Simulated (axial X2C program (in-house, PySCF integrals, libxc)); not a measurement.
**BS⁺: cheaper levels and CCSD(T), 2c**

Calculated with an in-house all-electron X2C program for linear molecules (integrals from PySCF). Two-component (2c) means X2C with spin–orbit coupling and atomic mean-field two-electron Coulomb and Gaunt terms. Basis: S dyall-av3z [9s8p3d2f], B dyall-v3z [7s6p2d1f] (cores contracted in-house); Gaussian nuclei, density fitting, unrestricted open shells. Masses: S 31.972 u, B 11.009 u.

State: Ω = 2 (⟨Sz⟩ = 1.00, ⟨Lz⟩ = 1.00 at HF); fragments S + B+.

```
 level  Re (Å)  ωe (cm⁻¹)  De (eV)
  PBE0   1.706      982.3     3.38
    HF   1.699      998.7     2.17
   MP2   1.704     1012.3     2.94
  CCSD   1.712      963.8     2.44
r2SCAN   1.711      974.8     3.50
```

Correlated methods: 8 electrons correlated (number of frozen shells: S 2 s, 1 p; B 1 s), 176 virtual spin orbitals or spinors in MP2, 90 natural virtuals in coupled cluster.

CCSD(T), same Hamiltonian and basis:

Re = 1.719 Å, ωe = 950.8 cm⁻¹, De = 2.62 eV; T1 = 0.023 (Lee–Taylor normalisation).

Give the differences from CCSD(T) in the columns below.



```json
{"level": "PBE0", "ΔRe (Å)": "-0.013", "Δωe (cm⁻¹)": "32", "ΔDe (eV)": "0.76"}
{"level": "HF", "ΔRe (Å)": "-0.020", "Δωe (cm⁻¹)": "48", "ΔDe (eV)": "-0.45"}
{"level": "MP2", "ΔRe (Å)": "-0.015", "Δωe (cm⁻¹)": "62", "ΔDe (eV)": "0.32"}
{"level": "CCSD", "ΔRe (Å)": "-0.007", "Δωe (cm⁻¹)": "13", "ΔDe (eV)": "-0.18"}
{"level": "r2SCAN", "ΔRe (Å)": "-0.008", "Δωe (cm⁻¹)": "24", "ΔDe (eV)": "0.88"}
```

One determinant describes the state; a PBE0 search over occupations chose it and may have missed a lower one. Dissociation energies refer to the lowest single-determinant-based atoms at the same level and basis. Density functionals use the spin component along the axis (collinear). Coupled cluster ran in a truncated set of natural virtual spinors; the MP2 energy of the rest was added. (T) has no such correction and the atoms are truncated less, which lowers De at CCSD(T) by a hundredth of an eV or more. In 2c an atomic determinant is not the ground J level, so De misses part of the atomic spin–orbit lowering. This holds for PBE0, r2SCAN. Other states lie close and PBE0, whose exact exchange favours high spin, may order them wrongly; the determinant shown need not be the ground state. The nearest other spin-free determinant of the search, M_S = 0, Λ = 1, lies 0.09 eV up at the distance of the search. The functionals have no current-density term, which raises determinants with orbital currents, atoms included. With several unpaired electrons one determinant need not be a pure state. A state of lower Ω lies just above, and one determinant can place such states too high, so the state shown need not be the lowest. The search has Ω = 1 only 0.09 eV up. Open-shell Ω = 0 determinants with evenly filled partner blocks cannot be reached by this program, so the Ω shown need not be the lowest component. At some level and bond length an empty orbital lies below a filled one.
